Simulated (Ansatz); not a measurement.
Members of the series CXY, Y = H; each row names its spin state. All species are isolated molecules in the gas phase. One relaxed conformer stands for each flexible species; it need not be the lowest. Strings in code marks are SMILES.

Quantity: adiabatic spin-state energy, in kcal/mol. The DFT solution of `[CH][AlH2]` is unstable or spin-contaminated; the geometry comes from it.

Level 1: PBE0/cc-pVTZ // PBE0-D3(BJ)/def2-TZVP (Ansatz, a quantum-chemistry and plane-wave program)
Level 2: r2SCAN/cc-pVTZ // PBE0-D3(BJ)/def2-TZVP (Ansatz)
Level 3: r2SCAN0/cc-pVTZ // PBE0-D3(BJ)/def2-TZVP (Ansatz)

```tsv
species	level 2	level 3
`[CH]O`: multiplicity 3 minus multiplicity 1	11.1	9.41
`[CH][AlH2]`: multiplicity 3 minus multiplicity 1	-27.0	-29.7
`[CH]C=O`: multiplicity 3 minus multiplicity 1	-9.23	-15.7
```

Q: What does level 1 give for each?

A: 
- `[CH]O`: multiplicity 3 minus multiplicity 1: 14.8
- `[CH][AlH2]`: multiplicity 3 minus multiplicity 1: -25.1
- `[CH]C=O`: multiplicity 3 minus multiplicity 1: -9.49
